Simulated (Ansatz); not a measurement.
## Worked example: a bond strength in CH4FSi (SMILES [CH2][SiH2]F)

The species is CH4FSi (7 atoms), meant as a doublet with charge 0. As SMILES, `[CH2][SiH2]F`. Geometry: optimised at B3LYP/def2-SVP. This is one conformer, not always the lowest.

```xyz
7

C    -0.8777    0.2853   -0.6195
Si    0.5946   -0.1558    0.3964
F     0.6590   -1.7773    0.5579
H    -1.5466   -0.4694   -1.0488
H    -1.1475    1.3243   -0.8435
H     0.5159    0.4377    1.7626
H     1.8637    0.2873   -0.2507
```

Wanted: the dissociation energy of the F3–Si2 bond into doublet F and singlet CH4Si (shapes relaxed at B3LYP/def2-SVP, no zero-point term). 1 Eh = 2625.50 kJ/mol = 27.2114 eV. Totals in Eh; open shells run unrestricted unless said.

| level | program | CH4FSi | doublet F | singlet CH4Si |
| --- | --- | --- | --- | --- |
| UBLYP/def2-TZVP | Ansatz | -429.883379 | -99.760861 | -329.939668 |
| UPBE0-D4/def2-TZVP | Ansatz | -429.649929 | -99.676173 | -329.787041 |
| UMP2/def2-TZVP, 7 core orbitals frozen | Ansatz | -429.170212 | -99.609588 | -329.367933 |

Q: Work out the dissociation energy at each level.

A: 
1. UBLYP/def2-TZVP: (-99.760861) + (-329.939668) − (-429.883379) = 0.182850 Eh = 480.1 kJ/mol = 4.98 eV.
2. UPBE0-D4/def2-TZVP: (-99.676173) + (-329.787041) − (-429.649929) = 0.186715 Eh = 490.2 kJ/mol = 5.08 eV.
3. UMP2/def2-TZVP: (-99.609588) + (-329.367933) − (-429.170212) = 0.192691 Eh = 505.9 kJ/mol = 5.24 eV.

The levels span 480 to 506 kJ/mol; no measured value is set beside them. A fragment with an even electron count was run as a singlet and may have a lower triplet. A bond enthalpy at 298 K also holds the loss of zero-point energy and thermal terms.
